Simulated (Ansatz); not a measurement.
Base system: HgTe in the zinc blende structure (space group F-43m, No. 216; a = 6.651 Å).

Computed with PBE/PAW in Ansatz (a first-principles code), no spin-orbit coupling.

It is then changed as follows: full substitution Hg → Cd, then cell and atoms are relaxed.

Measured lattice parameter a: HgTe 6.46 Å (room temperature; as listed in R. J. Cava et al., Journal of Materials Chemistry C (2013)); CdTe 6.48 Å (room temperature; as listed in M J Lucero, T M Henderson, G E Scuseria, Journal of Physics Condensed Matter (2012)).

Q: How well does PBE reproduce the measured shift?

A: With PBE the lattice parameter a moves by -0.033 Å (6.651 → 6.618) against +0.020 Å measured, the wrong sign.

Whether these cells are dynamically stable was not tested. The final runs are not spin-polarised.
